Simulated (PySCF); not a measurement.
Identify the unknown among the candidates.

All candidates are C5H6S.

| technique | computed result |
| --- | --- |
| 1H NMR | chemical shifts (computed TMS as zero) by class: 3.08 (3 H), 2.44 (3 H) ppm [GIAO PBE0/pcSseg-1] |
| Dipole | 3.58 D [PBE0/pcSseg-1] |
| NMR, other nuclei | isotropic shieldings of nuclei other than C and H, by class: -653 (1 S) ppm [GIAO PBE0/pcSseg-1] |
| 13C NMR | chemical shifts (computed TMS as zero) by class: 242.7 (1 C), 117.7 (1 C), 93.8 (1 C), 45.5 (1 C), 7.0 (1 C) ppm [GIAO PBE0/pcSseg-1] |
| Rotational structure | rotational constants A, B, C: 5.765, 1.474, 1.191 GHz [GFN2-xTB] |

Electronic properties: PySCF, gas phase, density fitting. Levels stand in brackets. Geometry: GFN2-xTB; no solvent, vibrations or thermal averaging. NMR values are class means; diastereotopic atoms form classes of their own.

Question: Which candidate is it?
A. `CC#CC(C)=S`
B. `C=CCC=C=S`
C. `Cc1cccs1`

Answer: A. It is `CC#CC(C)=S`. Numbering: `[CH3:1][C:2]#[C:3][C:4]([CH3:5])=[S:6]`. Its formula, C5H6S, gives 3 degrees of unsaturation: 0 rings and 3 π bonds in the structure found. 5 carbons fall into 5 classes; from least to most shielded: thiocarbonyl carbon [C4] (242.7 ppm), alkyne carbon [C2] (117.7 ppm), alkyne carbon [C3] (93.8 ppm), methyl carbon [C5] (45.5 ppm), propargylic carbon [C1] (7.0 ppm). Hydrogen classes from least to most shielded: 3 H on a methyl carbon, C5 (3.08 ppm), 3 H on a propargylic carbon, C1 (2.44 ppm). The other shieldings belong to: -653 ppm, thiocarbonyl sulfur [S6]. By its constants the optimised geometry is an asymmetric top.

The others, at the same levels:
- `C=CCC=C=S` fails: its computed 13C shifts are 273.4 (1 C), 146.6 (1 C), 121.1 (1 C), 69.5 (1 C), 35.3 (1 C) ppm, 1H shifts are 6.20 (1 H), 5.36 (1 H), 5.25 (1 H), 4.74 (1 H), 2.83 (2 H) ppm and rotational constant A is 14.196 GHz (against 5.765 GHz).
- `Cc1cccs1` fails: its computed 13C shifts are 151.1 (1 C), 132.9 (1 C), 130.5 (1 C), 129.3 (1 C), 18.4 (1 C) ppm, 1H shifts are 7.02 (1 H), 6.95 (1 H), 6.88 (1 H), 2.66 (3 H) ppm and rotational constant A is 5.280 GHz (against 5.765 GHz).

Each candidate is one conformer, not necessarily the lowest. Dipoles, sizes and rotational constants follow the conformer. The torsions of the flexible species, by atom-mapped SMILES:
- `[CH2:1]=[CH:2][CH2:3][CH:4]=[C:5]=[S:6]`: C1–C2–C3–C4 -114°, C2–C3–C4–C5 -109°
